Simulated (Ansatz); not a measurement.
One change: `[Cl][AlH][Cl]` becomes `[CH3][AlH][Cl]`.

Ansatz, PBE0-D4/def2-TZVP geometries, multiplicity 1. 

| property | `[Cl][AlH][Cl]` |
| --- | --- |
| HOMO–LUMO gap (PBE0/def2-TZVPP) / eV | 7.89 |
| LUMO energy (PBE/def2-TZVPP) / eV | -2.20 |
| HOMO–LUMO gap (ωB97M-V/def2-TZVPP) / eV | 11.77 |
| HOMO energy (PBE0/def2-TZVPP) / eV | -9.32 |
| size of the dipole moment (B3LYP/def2-TZVPP) / D | 1.00 |
| HOMO energy (PBE/def2-TZVPP) / eV | -7.94 |

Q: What does the change do to each property? (An estimate is asked.)

A: Ansatz gave: 
```tsv
property	`[CH3][AlH][Cl]`	shift
HOMO–LUMO gap (PBE0/def2-TZVPP) / eV	7.09	-0.80
LUMO energy (PBE/def2-TZVPP) / eV	-1.90	0.30
HOMO–LUMO gap (ωB97M-V/def2-TZVPP) / eV	10.90	-0.87
HOMO energy (PBE0/def2-TZVPP) / eV	-8.21	1.11
size of the dipole moment (B3LYP/def2-TZVPP) / D	1.81	0.81
HOMO energy (PBE/def2-TZVPP) / eV	-6.92	1.02
```

With PBE0 the HOMO rises by 1.11 eV and the LUMO rises by 0.30 eV, so the gap narrows by about 0.81 eV. PBE moves the HOMO by 1.02 eV and ωB97M-V by 1.11 eV. Dipoles are sizes alone; their direction can turn.

B3LYP here is the variant with VWN-RPA as its local correlation; programs differ in this.
